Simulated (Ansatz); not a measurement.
Consider the substitution at a C–C bond: `NCCC=O` + `OCO` → `O=CCOCO` + CH₃NH₂.

Calculated with Ansatz (gas phase, PBE0-D4/def2-TZVP geometries, no zero-point term in ΔE). CCSD(T)/CBS is the MP2 limit (def2-TZVPP, def2-QZVPP) plus CCSD(T) − MP2 in def2-TZVPP, frozen cores. This one scheme is used for every species. DFT in def2-TZVPP. B3LYP here is the variant with VWN-RPA as its local correlation; programs differ in this. Each species was taken in one conformer, which may not be the lowest.

`NCCC=O`:

Cartesian coordinates in Å:
```
N 0.089 0.419 -1.841
C 0.322 0.539 -0.413
C -0.367 -0.600 0.327
C 0.021 -0.637 1.772
O -0.744 -0.581 2.695
H -0.898 0.524 -2.048
H 0.573 1.152 -2.344
H -0.010 1.496 0.018
H 1.402 0.475 -0.241
H -1.455 -0.527 0.254
H -0.049 -1.542 -0.135
H 1.117 -0.719 1.956
```

`OCO`:

```xyz
7

O    -0.474   -0.906   -0.663
C     0.368    0.088   -0.160
O    -0.172    0.751    0.944
H    -0.603   -1.563    0.028
H     0.545    0.768   -1.000
H     1.322   -0.320    0.188
H    -0.985    1.183    0.662
```

`O=CCOCO`:

```xyz
12

O     1.746    1.838    0.915
C     1.405    0.829    0.369
C     0.484   -0.187    1.007
O    -0.087   -1.087    0.092
C    -1.213   -0.578   -0.560
O    -0.929    0.510   -1.385
H     1.784    0.545   -0.636
H    -0.274    0.343    1.597
H     1.093   -0.780    1.699
H    -1.630   -1.421   -1.117
H    -1.943   -0.210    0.169
H    -0.436    0.198   -2.149
```

CH₃NH₂:

```xyz
7

C    -0.437   -0.318   -0.175
N     0.836    0.354    0.023
H    -1.228   -0.051    0.540
H    -0.288   -1.399   -0.118
H    -0.808   -0.101   -1.179
H     1.203    0.157    0.945
H     0.722    1.358   -0.036
```

Is it downhill or uphill in electronic energy at CCSD(T)/CBS, and by how much? (Estimate.)

Computed: Uphill: ΔE = +0.51 eV.

What do these levels give: PBE-D4, r2SCAN-D4, PBE0-D4, ωB97X-V, r2SCAN, B3LYP, HF/def2-TZVPP, MP2/def2-TZVPP, SCS-MP2/def2-TZVPP, CCSD/def2-TZVPP, CCSD(T)/def2-TZVPP, CCSD/CBS(def2)? (Best estimate.)

Computed: PBE-D4 0.46, r2SCAN-D4 0.45, PBE0-D4 0.49, ωB97X-V 0.44, r2SCAN 0.45, B3LYP 0.44, HF/def2-TZVPP 0.44, MP2/def2-TZVPP 0.54, SCS-MP2/def2-TZVPP 0.50, CCSD/def2-TZVPP 0.49, CCSD(T)/def2-TZVPP 0.48, CCSD/CBS(def2) 0.52 eV.

Largest T1 diagnostic among the species: 0.014.

In def2-TZVPP, CCSD(T) changes the Hartree–Fock value by +0.05 eV (the triples alone add −0.01 eV) and MP2 by +0.10 eV.
